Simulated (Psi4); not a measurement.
# B3LYP/def2-TZVPD (ints tolerance 1e-10, sweep point 5) run of C2HClF2 (SMILES FC(F)=CCl)

Aim: the vertical electron affinity of C2HClF2 at B3LYP/def2-TZVPD (ints tolerance 1e-10, sweep point 5), from 2 runs. 

The calculation is run with Psi4 1.11.

4 further runs of the same task are left out: 3 that didn't finish, 1 set aside as unsound or not needed.

## Step 1: The system as given

C2HClF2 has 6 atoms, charge 0, and is taken as a singlet. SMILES: `FC(F)=CCl`. Geometry: relaxed at PBE0-D4/def2-TZVP.

Bond lengths: F1–C2 1.312 Å, C2–F3 1.305 Å, C2–C4 1.321 Å, C4–Cl5 1.706 Å, C4–H6 1.079 Å. Angles: F1–C2–F3 111.1°, F1–C2–C4 123.1°, F3–C2–C4 125.8°, C2–C4–Cl5 122.3°, C2–C4–H6 120.1°, Cl5–C4–H6 117.5°.

## Step 2: A single-point energy at B3LYP/def2-TZVPD (ints tolerance 1e-10, sweep point 5)

job.inp

```
memory 1.6 GB

molecule mol {
  0 1
  F      0.901010    -0.810380     1.342040
  C      0.267650    -0.562200     0.220370
  F      0.192510    -1.632620    -0.522730
  C     -0.218360     0.626770    -0.086550
  Cl    -1.039010     0.926430    -1.552100
  H     -0.103800     1.452000     0.598970
  symmetry c1
}

set basis def2-TZVPD
set reference rks
set puream true
set scf_type direct
set dft_radial_points 99
set dft_spherical_points 590
set ints_tolerance 1e-10
set maxiter 60

result, w = energy('b3lyp', return_wfn=True)
```

Started as:

```console
$ psi4 job.inp job.out -n 1
```

job.out, shortened:

```text
[...]
  Running in c1 symmetry.
[...]
  Nuclear repulsion =  213.574873883427927
[...]
  Multiplicity = 1
[...]
  Nalpha       = 24
  Nbeta        = 24
[...]
    Number of basis functions: 209
[...]
   @DF-RKS iter   1:  -736.61976226910781    1.99287e-02   3.26688e-03 ADIIS/DIIS
[...]
   @RKS iter  11:  -736.81025639128234   -1.30276e-07   3.42442e-07 DIIS
[...]
    Orbital Energies [Eh]
    ---------------------
    Doubly Occupied:
       1A   -101.549500     2A    -24.746736     3A    -24.745621
       4A    -10.364480     5A    -10.246537     6A     -9.481145
       7A     -7.243189     8A     -7.233968     9A     -7.233655
      10A     -1.321893    11A     -1.260986    12A     -0.902006
      13A     -0.779274    14A     -0.662429    15A     -0.611630
      16A     -0.556421    17A     -0.555035    18A     -0.480371
      19A     -0.477255    20A     -0.464994    21A     -0.445852
      22A     -0.384019    23A     -0.335098    24A     -0.267152
[...]
  @RKS Final Energy:  -736.81025639128234
   => Energetics <=
    Nuclear Repulsion Energy =            213.5748738834279266
    One-Electron Energy =               -1441.2400299078569788
    Two-Electron Energy =                 539.6166950483333267
    DFT Exchange-Correlation Energy =     -48.7617954151866542
    Empirical Dispersion Energy =           0.0000000000000000
    VV10 Nonlocal Energy =                  0.0000000000000000
    Total Energy =                       -736.8102563912823371
[...]
 Multipole Moments:
 ------------------------------------------------------------------------------------
     Multipole            Electronic (a.u.)      Nuclear  (a.u.)        Total (a.u.)
 ------------------------------------------------------------------------------------
 L = 1.  Multiply by 2.5417464519 to convert [e a0] to [Debye]
 Dipole X            :          0.5193127           -0.4645792            0.0547335
 Dipole Y            :         -2.3043429            2.5935583            0.2892154
 Dipole Z            :         -0.2455213            0.5147756            0.2692543
 Magnitude           :                                                    0.3989225
[...]
```

Wall time 81 s (1 thread of Intel Xeon Platinum 8488C (Sapphire Rapids), shared host); peak memory 1.2 GiB.

## Step 3: The doublet anion

calc.dat

```
memory 1600 MB

molecule {
  -1 2
  F      0.901010    -0.810380     1.342040
  C      0.267650    -0.562200     0.220370
  F      0.192510    -1.632620    -0.522730
  C     -0.218360     0.626770    -0.086550
  Cl    -1.039010     0.926430    -1.552100
  H     -0.103800     1.452000     0.598970
  symmetry c1
}

set {
  basis                def2-TZVPD
  reference            uks
  puream               true
  scf_type             direct
  dft_radial_points    99
  dft_spherical_points 590
  ints_tolerance       1e-10
  maxiter              100
}

e_tot, wfn = energy("b3lyp", return_wfn=True)
```

Started as:

```console
$ psi4 -i calc.dat -o calc.out -n 1
```

calc.out, shortened:

```text
[...]
  Running in c1 symmetry.
[...]
  Nuclear repulsion =  213.574873883427927
[...]
  Multiplicity = 2
[...]
  Nalpha       = 25
  Nbeta        = 24
[...]
    Number of basis functions: 209
[...]
   @DF-UKS iter   1:  -736.33169646458202    3.07994e-01   4.40989e-03 ADIIS/DIIS
[...]
   @UKS iter  20:  -736.77354473354285   -1.25731e-07   8.81920e-07 DIIS
[...]
   @S^2 Observed:                7.500492661E-01
[...]
    Orbital Energies [Eh]
    ---------------------
    Alpha Occupied:
       1A   -101.403652     2A    -24.603777     3A    -24.603293
       4A    -10.218208     5A    -10.098308     6A     -9.335285
       7A     -7.097168     8A     -7.088077     9A     -7.087732
      10A     -1.179412    11A     -1.118865    12A     -0.756036
      13A     -0.633931    14A     -0.519851    15A     -0.469772
      16A     -0.414075    17A     -0.409881    18A     -0.337037
      19A     -0.335726    20A     -0.321680    21A     -0.302531
      22A     -0.238849    23A     -0.189561    24A     -0.121922
      25A      0.076429
    Alpha Virtual:
[...]
  @UKS Final Energy:  -736.77354473354285
   => Energetics <=
    Nuclear Repulsion Energy =            213.5748738834279266
    One-Electron Energy =               -1448.1287677744703615
    Two-Electron Energy =                 546.6238374193676464
    DFT Exchange-Correlation Energy =     -48.8434882618681101
    Empirical Dispersion Energy =           0.0000000000000000
    VV10 Nonlocal Energy =                  0.0000000000000000
    Total Energy =                       -736.7735447335428489
[...]
 Multipole Moments:
 ------------------------------------------------------------------------------------
     Multipole            Electronic (a.u.)      Nuclear  (a.u.)        Total (a.u.)
 ------------------------------------------------------------------------------------
 L = 1.  Multiply by 2.5417464519 to convert [e a0] to [Debye]
 Dipole X            :          1.3313410           -0.4645792            0.8667618
 Dipole Y            :         -3.6029413            2.5935583           -1.0093831
 Dipole Z            :          0.6488097            0.5147756            1.1635853
 Magnitude           :                                                    1.7675013
[...]
```

Run time: 3.3 min. Hardware: 1 thread of Intel Xeon Platinum 8488C (Sapphire Rapids), shared host; peak memory 1.2 GiB.

## Step 4: What came out

At B3LYP/def2-TZVPD (ints tolerance 1e-10, sweep point 5):

```
                                         quantity          value
                    singlet C2HClF2: total energy  -736.81026 Eh
                   singlet C2HClF2: dipole moment         1.01 D
                     singlet C2HClF2: HOMO energy       -7.27 eV
                     singlet C2HClF2: LUMO energy       -0.22 eV
                   singlet C2HClF2: HOMO–LUMO gap        7.04 eV
                      doublet anion: total energy  -736.77354 Eh
doublet anion: HOMO energy (highest over α and β)        2.08 eV
 doublet anion: LUMO energy (lowest over α and β)        2.73 eV
                              doublet anion: ⟨S²⟩          0.750
vertical electron affinity (to the doublet anion)      -0.999 eV
```

In words: The anion lies 1.00 eV (23.0 kcal/mol) above the neutral: the electron isn't bound at this level, and such a value depends on the basis. The HOMO (doublet anion) lies at positive energy, 2.08 eV; only total energies tell whether the electron is bound.
